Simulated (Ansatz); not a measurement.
# CH3Si−: functionals against CCSD(T) at one geometry

An exercise on one series of results from a longer session: the logs are not shown, and one member is left open.

Program: Ansatz 0.2.0, Gaussian basis. Level of theory: single points in def2-TZVPPD. These are calculated values, not measurements.

Cores are frozen in the correlated methods.

## The starting structure

SMILES `C=[SiH-]`, 5 atoms, charge -1, spin multiplicity 1.

Atoms are counted from 1 here; the program's logs count them from 0.

Bond lengths: C1–Si2 1.740 Å, C1–H3 1.120 Å, C1–H4 1.106 Å, Si2–H5 1.505 Å. Angles: Si2–C1–H3 128.3°, Si2–C1–H4 119.4°, H3–C1–H4 112.2°, C1–Si2–H5 106.4°.

Coordinates:

```xyz
5
CH3Si
C    -0.24290   -0.54300    0.00310
Si    0.78070    0.69560   -0.66390
H    -0.81240   -0.52800    0.96710
H    -0.43930   -1.45960   -0.58430
H     0.74170    1.84720    0.30490
```

The first run:

The input, run/in.yaml:

```yaml
crystal:
  periodic: [false, false, false]
  atoms:
    - {symbol: C, position_ang: [-0.242900, -0.543000, 0.003100]}
    - {symbol: Si, position_ang: [0.780700, 0.695600, -0.663900]}
    - {symbol: H, position_ang: [-0.812400, -0.528000, 0.967100]}
    - {symbol: H, position_ang: [-0.439300, -1.459600, -0.584300]}
    - {symbol: H, position_ang: [0.741700, 1.847200, 0.304900]}
basis:
  gaussian: {orbitals: "def2-TZVPPD.json"}
total_charge: -1
correlation: {method: ccsd_t}
output: {forces: true}
```

The basis file named in the input lies beside it (Basis Set Exchange, JSON).

The command line of these runs was not kept.

Steps of the session up to this table: CCSD(T)/def2-TZVPPD; PBE0-D4/def2-TZVPPD; wB97M-V/def2-TZVPPD; r2SCAN-D4/def2-TZVPPD; PBE-D4/def2-TZVPPD; CAM-B3LYP-D4/def2-TZVPPD; wB97X-V/def2-TZVPPD.

One table of the session follows, with a row left open; its other results are not shown here.

```
      method  RMS force component (eV/Å)  angle to CCSD(T) forces (°)
     CCSD(T)                       0.672                    reference
     PBE0-D4                       0.583                         13.4
     wB97M-V                       0.559                         16.2
   r2SCAN-D4                       0.592                         11.0
      PBE-D4                           ?                            ?
CAM-B3LYP-D4                       0.540                         19.1
     wB97X-V                       0.542                         16.8
```

Estimate the missing values for PBE-D4.

The run gave: RMS force component (eV/Å): 0.625; angle to CCSD(T) forces (°): 12.6. In the column «RMS force component (eV/Å)» it lies between r2SCAN-D4 (0.592) and CCSD(T) (0.672).
